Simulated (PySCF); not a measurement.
Gas-phase reaction: SiO(OH)2 + 2 H2 → H3SiOH + 2 OH

Energies from PySCF, thermal terms from the rigid-rotor harmonic-oscillator model, ideal gas at 1 bar. † marks an energy on the PBE0/def2-TZVP geometry and frequencies; other levels use their own. MP2 and CCSD(T) freeze the core. 6-31G* has spherical d functions here. Open shells (unrestricted): OH (multiplicity 2, electronic degeneracy 4); the rest are closed-shell singlets. Spin-orbit splitting is ignored; it lowers the true energy and changes the entropy of OH. SiO(OH)2, H3SiOH: computed as isolated molecules; such fragments, hydroxides, amides, oligomers or adducts are transient or little studied in the gas. MP2 isn't extrapolated to the basis-set limit; its ΔH°(298 K) is 569.1 kJ in def2-SVP and 642.5 kJ in def2-TZVPP. CCSD(T) isn't extrapolated to the basis-set limit; its ΔH°(298 K) is 505.0 kJ in def2-SVP and 573.8 kJ in def2-TZVPP. The harmonic model lacks anharmonicity and excited electronic states, which grow with temperature; levels with a mode under 35 cm⁻¹ are left out. Internal rotation in SiO(OH)2, H3SiOH is treated as a harmonic vibration of one conformer, which makes the entropy rough.

```tsv
level	ΔE electronic, kJ	ΔH°(298 K), kJ	ΔS°(298 K), J/K	ΔG°(2500 K), kJ
CCSD(T)/def2-TZVPP†	570	574	73	423
HF/6-31G*	304	310	75	156
HF/def2-TZVP†	341	344	73	193
MP2/def2-SVP†	565	569	73	418
MP2/def2-TZVPP†	639	642	73	491
PBE/def2-SVP	573	576	69	437
PBE0/def2-SVP†	512	516	73	365
LDA/def2-TZVP†	700	703	73	552
```
ΔH° is lowest at HF/6-31G* and highest at LDA/def2-TZVP†. No reference value is set beside these.
